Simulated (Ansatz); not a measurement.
Species: C₂H₅O, charge 0, multiplicity 2. SMILES: [CH2]CO

Atoms: C1, C2, O3, H4, H5, H6, H7, H8. Bonds: C1-C2, C1-H7, C1-H8, C2-O3, C2-H5, C2-H6, O3-H4.

Bond lengths (Å) and angles (degrees) optimised at HF/STO-3G with Ansatz (a quantum-chemistry and plane-wave program); HF/3-21G with Ansatz; HF/6-31G* with Ansatz, each started from the B3LYP-D3(BJ)/def2-TZVP structure (Ansatz) of the last column. A row stands for all coordinates that are equal there; 11 of 15 kinds are shown. 6-31G* holds six Cartesian d functions. No wavenumbers were computed at HF/STO-3G, so these may be saddle points.

```tsv
coordinate	HF/STO-3G	HF/3-21G	HF/6-31G*	B3LYP-D3(BJ)/def2-TZVP
C1-C2	1.522	1.496	1.492	1.475
C1-H7	1.082	1.071	1.074	1.080
C2-O3	1.437	1.444	1.404	1.425
C2-H5	1.099	1.088	1.090	1.101
C2-H6	1.101	1.090	1.093	1.106
O3-H4	0.991	0.966	0.947	0.962
C1-C2-O3	108.7	107.1	108.6	109.3
C2-C1-H7	118.4	120.4	119.8	120.2
C2-C1-H8	118.3	118.5	119.1	119.7
C1-C2-H5	109.4 to 109.8	110.3	109.9 to 110.3	110.2
O3-C2-H5	111.3	111.2	110.9	111.0
```

A range marks coordinates that this level makes unequal.

Mean signed difference of all 7 bond lengths from B3LYP-D3(BJ)/def2-TZVP: HF/STO-3G 0.012 Å, HF/3-21G 0.000 Å, HF/6-31G* -0.008 Å.
